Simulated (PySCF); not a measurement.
Level of theory: PBE-D3(BJ)/def2-TZVP // PBE0-D3(BJ)/def2-TZVP in PySCF 2.14.0. All species are isolated molecules in the gas phase. Delta-SCF ions had no search for a lower state. 

Reference species (SMILES): `F[Si](F)(F)F` (neutral, multiplicity 1).

vertical ionisation energy (Delta-SCF): 14.39 eV
HOMO: -10.59 eV
HOMO–LUMO gap: 10.06 eV

Changed species: `[SiH4]` (4 of 4 F replaced by H; the reference has 0 of 4 F replaced by H).

### Question
What does the change do to the vertical ionisation energy (Delta-SCF), HOMO and HOMO–LUMO gap?

### Answer
the vertical ionisation energy (Delta-SCF) decreases by 2.26 eV, to 12.13 eV; the HOMO increases by 2.08 eV, to -8.51 eV; the HOMO–LUMO gap decreases by 1.32 eV, to 8.74 eV.
